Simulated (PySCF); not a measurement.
Nitrosyl chloride, ClNO.
Bonds: O1–N2 (double), N2–Cl3.

The closed-shell ground state was solved at several levels (PySCF, density fitting, gas phase, non-relativistic). Geometry: PBE0-D3(BJ)/def2-SVP; no solvent, vibrations or thermal averaging.

```tsv
level	basis functions	total energy (Eh)	HOMO (eV)	LUMO (eV)	gap (eV)	dipole (D)
PBE0/pcSseg-1	58	-589.7675	-8.70	-3.79	4.91	1.88
B97-2/pcSseg-2	115	-590.1549	-8.44	-3.88	4.56	1.94
```

Question: What might wB97X-D/def2-SVPD (70 basis functions) give for the same quantities?

Answer: Total energy -589.8044 Eh, HOMO -10.60 eV, LUMO -2.00 eV, gap 8.60 eV, dipole 1.91 D.

Question: Over all these levels, which gives the widest orbital gap and which the narrowest?

Answer: wB97X-D/def2-SVPD (range-separated hybrid) has the widest, 8.60 eV, and B97-2/pcSseg-2 (global hybrid, 21 % exact exchange) the narrowest, 4.56 eV. Functional and basis both differ between the two, so the spread mixes both effects.

Question: How far do the dipole and the HOMO energy spread over the levels?

Answer: The dipole runs from 1.88 to 1.94 D (mean 1.91 D) and the HOMO from -10.60 to -8.44 eV.

wB97X-D is run here without its empirical dispersion term; that term would change no orbital, density or response property at a fixed geometry.
